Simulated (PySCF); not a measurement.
Bonds broken one at a time in the series B F-OH. Gas-phase values, no solvent. One relaxed conformer stands for each flexible species; it need not be the lowest. Strings in code marks are SMILES.

The dipole moment from two functionals at the same geometries (PBE0-D4/def2-TZVP), both in PySCF: PBE-D3(BJ)/def2-TZVP and PBE0-D4/def2-TZVP. 

| species | PBE-D3(BJ)/def2-TZVP (D) |
|---|---|
| whole molecule (`FB(F)F`) | 0.00 |
| radical fragment (`F[B]F`) | 0.14 |
| radical fragment (`[F]`) | 0.00 |
| radical fragment (`[OH]`) | 1.72 |

Question: What does PBE0-D4/def2-TZVP give for each?

Answer: 
- whole molecule (`FB(F)F`): 0.00
- radical fragment (`F[B]F`): 0.27
- radical fragment (`[F]`): 0.00
- radical fragment (`[OH]`): 1.77
Over these rows, drawn at random from the members with no instability flagged (it was tested for open shells, ions and some series alone), PBE minus PBE0-D4: mean -0.04 D, from -0.13 D to 0.00 D.
